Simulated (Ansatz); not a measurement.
B2H5N (`BNB`). Charge 0, multiplicity 1.

Cartesian coordinates in Å:
```
B 0.489 -0.449 -1.083
N -0.223 0.393 -0.194
B -0.349 0.202 1.205
H 1.041 -1.411 -0.640
H 0.523 -0.180 -2.249
H -0.682 1.201 -0.592
H -0.981 0.987 1.851
H 0.182 -0.744 1.702
```

**Question.** List the harmonic frequencies (cm⁻¹, unscaled) at PBE0-D4/def2-TZVP in Ansatz. (Best estimate.)

**Answer.** Ansatz gave: 258, 371, 468, 865, 920, 946, 1032, 1037, 1116, 1181, 1292, 1313, 1471, 2579, 2595, 2676, 2684, 3590.

**Question.** Is this a minimum?

**Answer.** Yes, all 18 modes are real.

**Question.** Give the ideal-gas thermochemistry at 298.15 K and 1 bar (rigid rotor, harmonic oscillator; point group C2v, symmetry number 2).

**Answer.** Zero-point energy 157.9 kJ/mol; H(298) − E = 171.3 kJ/mol; entropy 258.1 J/(mol·K), of which translation 155.1, rotation 85.3, vibration 17.7; G(298) − E = 94.4 kJ/mol.

**Question.** And at 400, 500, 600, 800 and 1000 K?

**Answer.** 
| T (K) | H − E (kJ/mol) | S (J/mol/K) | G − E (kJ/mol) |
| --- | --- | --- | --- |
| 400 | 178.8 | 279.5 | 67.0 |
| 500 | 187.6 | 299.2 | 38.0 |
| 600 | 197.7 | 317.5 | 7.2 |
| 800 | 220.9 | 350.8 | -59.7 |
| 1000 | 247.1 | 380.0 | -132.9 |

**Question.** Rotational constants (cm⁻¹)?

**Answer.** 1.674, 0.3508, 0.29.
